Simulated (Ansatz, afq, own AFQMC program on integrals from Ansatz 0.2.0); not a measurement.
**AlNH₂, singlet → AlNH2, triplet**

```xyz
4

Al    0.0000    0.0000    0.6968
N     0.0000    0.0000   -1.0992
H     0.0000    0.8223   -1.6887
H     0.0000   -0.8223   -1.6887
```

Connectivity, by distances: Al–NH2.

E(triplet, charge +0) − E(singlet, charge +0) at this geometry, on RHF and UHF determinants.

Basis aug-cc-pVDZ. Only valence electrons are correlated. AFQMC by an in-house program on the Cholesky factors that Ansatz 0.2.0 writes for its CCSD(T) run. ph-AFQMC/CISD is guided by a CISD state made of CCSD amplitudes; releasing the constraint for a short imaginary time cuts its bias at the price of noise, slowly where states lie close. ± is one standard error of the sampling. The errors of all members are added in quadrature.

No full CI on the walks' own integrals is used here; CCSDT(Q) serves as the reference and is uncertain by about the last step of the cluster series. Each member takes its own surest rung, up to full CI.

The best estimate is CCSD(T) at the basis-set limit (CBS: def2-TZVPP and def2-QZVPP, with their diffuse functions for anions and beside diffuse sets, CCSD(T) itself extrapolated) plus the step from CCSD(T) to CCSDT(Q) in aug-cc-pVDZ. Rows without CBS are in aug-cc-pVDZ, the functionals in def2-TZVP; B2PLYP and the wave-function rows carry a basis error of their own. Core correlation and relativity beyond core potentials are missing, and ± holds the sampling alone.

Cautions: AlNH₂ (triplet): another spin lies lower, the released energies are still falling, so no released level is given (meV from the phaseless value at times in 1/Eh: -5 ± 5 at 0.24, -6 ± 4 at 0.51, -6 ± 4 at 0.99, -9 ± 5 at 1.62, -21 ± 4 at 2.40); core correlation is missing, and it shifts such a gap most where an s electron is promoted.

Best estimate: 58.7 kcal/mol.

```
        level  vertical spin gap (kcal/mol)  error against the best estimate (kcal/mol)
           HF                          39.6                                       -19.1
          MP2                          52.7                                        -6.0
         CCSD                          57.4                                        -1.4
      CCSD(T)                          57.7                                        -1.0
        CCSDT                          57.7                                        -1.1
     CCSDT(Q)                          57.7                                        -1.0
ph-AFQMC/CISD                    57.9 ± 0.2                                  -0.8 ± 0.2
       HF/CBS                          39.1                                       -19.6
      MP2/CBS                          55.3                                        -3.5
  CCSD(T)/CBS                          58.7                                         0.0
          PBE                          56.3                                        -2.4
       r2SCAN                          51.0                                        -7.8
         PBE0                          55.1                                        -3.7
        B3LYP                          60.7                                         2.0
      wB97M-V                          67.1                                         8.3
       B2PLYP                          59.7                                         1.0
```

Correlation beyond CCSD(T) changes it by less than 2 meV. Going to the basis-set limit adds 1.0 kcal/mol at CCSD(T). The perturbative (T) step is worth +0.4 kcal/mol.

Best estimates are given only where the step beyond CCSD(T) is under 0.3 eV and no member's determinant is very poor (T1 over 0.05, or 0.07 for open shells, ⟨S²⟩ too high by 0.3, two states mixed), so the hardest cases are missing from such tables.

The functionals ran in a triple-zeta set and keep a basis error of their own, a few kJ/mol for each bond in atomization energies and more for double hybrids, so close places among them and the extrapolated levels can swap.

CCSDT and higher add their correlation energy to the determinant of the CCSD(T) run, since their own runs factorise the integrals more tightly (a shift of under 2 meV). Each member of a difference takes its own highest rung, so a best estimate needn't equal the limit plus the step of one row. A walk keeps the symmetry of its determinant, which the program's search chose and which needn't be the lowest solution, so a lower state of the same spin and another symmetry isn't excluded.
